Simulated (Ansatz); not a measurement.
**SiO− (quartet): from Hartree-Fock to the top rungs, aug-cc-pVDZ**

How much of the correlation energy of SiO− (quartet) does each wave-function method recover here?

Method: aug-cc-pVDZ, core rule «outside noble gas», up to 6 orbitals frozen; program: Ansatz 0.2.0, Gaussian basis.

Plan: UHF; CCSD(T) on ROHF; CCSD(T) on UHF; BCCD(T) on ROHF; CISD; CCSDT(Q) on ROHF; CCSDT(Q) on UHF; CASSCF and MRCISD+Q, 11 electrons in 8 orbitals; CASSCF and NEVPT2, 11 electrons in 8 orbitals.

14 further runs of the same task are left out: 4 that didn't finish, 10 set aside as unsound or not needed.

### Step 1. What is computed

The geometry is a PBE0/def2-TZVPD stationary point (not a proven minimum) of the parent state, kept for this charge and spin.

2 atoms, charge -1, spin multiplicity 4.

Atoms are counted from 1 here; the program's logs count them from 0.

Bond lengths: Si1–O2 1.561 Å.

### Step 2. UHF

The input, in.yaml:

```yaml
crystal:
  periodic: [false, false, false]
  atoms:
    - {symbol: Si, position_ang: [0.000000, 0.000000, 0.000000]}
    - {symbol: O, position_ang: [0.000000, 0.000000, 1.560700]}
basis:
  gaussian: {orbitals: aug-cc-pVDZ}
total_charge: -1
magnetization: {spin_polarized: true, initial_magnetization: 3}
hamiltonian: {xc: hf}
output: {orbitals: {seedname: orbitals}}
```

Run with:

```
ansatz run in.yaml --threads 1 --pin off --events-out ev --progress --plain --max-ram 2393MiB
```

After this run come: CCSD(T) on ROHF; CCSD(T) on UHF; BCCD(T) on ROHF; CISD; CCSDT(Q) on ROHF; CCSDT(Q) on UHF; CASSCF and MRCISD+Q, 11 electrons in 8 orbitals; CASSCF and NEVPT2, 11 electrons in 8 orbitals.

Before running them: what should the planned runs give, taken together? Wanted: UCCSDT(Q) below the RHF energy; RMP2 from UCCSDT(Q); UMP2 from UCCSDT(Q); RCCSD from UCCSDT(Q); RCCSD(T) from UCCSDT(Q); UCCSD(T) from UCCSDT(Q); RCCSDT(Q) from UCCSDT(Q); NEVPT2 valence from UCCSDT(Q); MRCISD+Q valence from UCCSDT(Q).

The runs gave:

| quantity | value |
| --- | --- |
| UCCSDT(Q) below the RHF energy | -7.9354 eV |
| RMP2 from UCCSDT(Q) | +582.4 meV |
| UMP2 from UCCSDT(Q) | +598.3 meV |
| RCCSD from UCCSDT(Q) | +403.6 meV |
| RCCSD(T) from UCCSDT(Q) | +64.2 meV |
| UCCSD(T) from UCCSDT(Q) | +67.8 meV |
| RCCSDT(Q) from UCCSDT(Q) | +15.3 meV |
| NEVPT2 valence from UCCSDT(Q) | +1304.2 meV |
| MRCISD+Q valence from UCCSDT(Q) | +184.6 meV |
| levels within 1 kcal/mol (43 meV) | RCCSDT, UCCSDT, RCCSDT(Q) |
| T1 diagnostic | 0.047 |
| effectively unpaired electrons | 3.01 |

What this shows: RCCSD(T) lands +64.2 meV from the yardstick (0.8 % of the correlation energy). The occupations are near whole numbers, but T1 = 0.047 shows that the orbitals relax strongly. Of the multireference levels listed MRCISD+Q valence comes nearest in total energy (+184.6 meV), which doesn't show that its space is the better one. These misses are within one basis, not against nature; the frozen cores of restricted and unrestricted runs differ, which can shift their rows.
